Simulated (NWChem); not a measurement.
System: Na₂; SMILES [Na][Na]

Here is an NWChem input.

```
start job
memory heap 200 mb stack 900 mb global 1100 mb
geometry units angstroms noautoz
  Na     0.000000     0.000000    -1.562476
  Na     0.000000     0.000000     1.562476
end
basis spherical
  * library 6-31+g*
end
dft
  xc b3lyp
  iterations 150
  mulliken
end
task dft energy
```

Coordinates come from a PBE0/def2-SVP optimisation.

Task: Predict the main results of this run. (B3LYP/6-31+G* (spherical d).) Quantities: basis functions; energy (Ha); highest occupied level (eV); orbital gap (eV).

Result: 
```json
{
 "number_of_basis_functions": "44",
 "energy (Ha)": "-324.59",
 "highest occupied level (eV)": "-3.55",
 "orbital gap (eV)": "2.00"
}
```
